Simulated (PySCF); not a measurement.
Gas-phase reaction: c-Si3H6 + 4 C3H6 (propylene) = 3 SiH4 + 3 C4H6 (butadiene)

Method: PySCF energies (xtb for GFN2) plus ideal-gas RRHO corrections (1 bar). † marks an energy on the PBE0/def2-TZVP geometry and frequencies; other levels use their own. MP2 and CCSD(T) freeze the core. All species are closed-shell singlets. B3LYP is the form with VWN-RPA correlation. c-Si3H6: computed as isolated molecules; such fragments, hydroxides, amides, oligomers or adducts are transient or little studied in the gas. MP2 isn't extrapolated to the basis-set limit; its ΔH°(298 K) is 75.1 kJ in def2-SVP and 82.0 kJ in def2-TZVPP. CCSD(T) isn't extrapolated to the basis-set limit; its ΔH°(298 K) is 62.9 kJ in def2-SVP and 77.0 kJ in def2-TZVPP. The harmonic model lacks anharmonicity and excited electronic states, which grow with temperature; levels with a mode under 35 cm⁻¹ are left out. Internal rotation in C3H6 (propylene), C4H6 (butadiene) is treated as a harmonic vibration of one conformer, which makes the entropy rough.

| level | ΔE electronic, kJ | ΔH°(298 K), kJ | ΔS°(298 K), J/K | ΔG°(600 K), kJ |
|---|---|---|---|---|
| B3LYP/def2-TZVP† | 94 | 48 | 78 | 1 |
| CCSD(T)/def2-TZVPP† | 124 | 77 | 78 | 30 |
| GFN2-xTB | -101 | -152 | 70 | -194 |
| HF/def2-TZVP† | 55 | 8 | 78 | -38 |
| MP2/def2-SVP† | 122 | 75 | 78 | 29 |
| MP2/def2-TZVPP† | 129 | 82 | 78 | 35 |
| PBE/def2-SVP | 160 | 116 | 76 | 71 |
| r2SCAN/def2-TZVP† | 151 | 105 | 78 | 58 |
ΔH° is lowest at GFN2-xTB and highest at PBE/def2-SVP. No reference value is set beside these.
